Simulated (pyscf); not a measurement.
HO–PH–OH (SMILES OPO) + SiH₂ (SMILES [SiH2]) [singlet] → HO–PH–O–SiH: (SMILES OPO[SiH]) [singlet] + H₂ (SMILES [H][H]) (four-centre exchange; singlet surface; H–O, H–Si broken, O–Si, H–H formed). Single points on ωB97X-D3(BJ)/def2-SVP structures (PySCF, gas phase). Energies in kcal/mol from the separated reactants.

```csv
level,barrier,reaction energy
ωB97X-D3(BJ)/def2-TZVP,-0.8,-31.2
PBE/def2-TZVP,-4.6,-28.4
r²SCAN/def2-TZVP,?,?
PBE0-D3(BJ)/def2-TZVP,?,-28.4
M06-2X/def2-TZVP,-0.3,-31.8
ωB97M-D3(BJ)/def2-TZVP,0.9,-29.9
```

Task: Complete the blanks.

Result: 
- r²SCAN/def2-TZVP, barrier: -4.5
- r²SCAN/def2-TZVP, reaction energy: -30.2
- PBE0-D3(BJ)/def2-TZVP, barrier: -2.9

On the reactant side the descent ends in an adduct with a O–Si contact, 21.6 kcal/mol under the separated species and 20.8 kcal/mol under the saddle at ωB97X-D3(BJ)/def2-TZVP. At ωB97X-D3(BJ)/def2-TZVP, PBE, r²SCAN, PBE0-D3(BJ), M06-2X the saddle lies under the separated reactants, which points to a path from their complex (located at ωB97X-D3(BJ) alone). What is counted as formed (O–Si) is already present as a longer contact in the reactant adduct; forming that adduct is a step of its own. The same reactants have a lower exit, to HO–P(OH)–SiH₃ (barrier -5.4 kcal/mol at ωB97M-D3(BJ)/def2-TZVP, against +0.9 kcal/mol here). One saddle was located; it need not be the lowest between these sides.
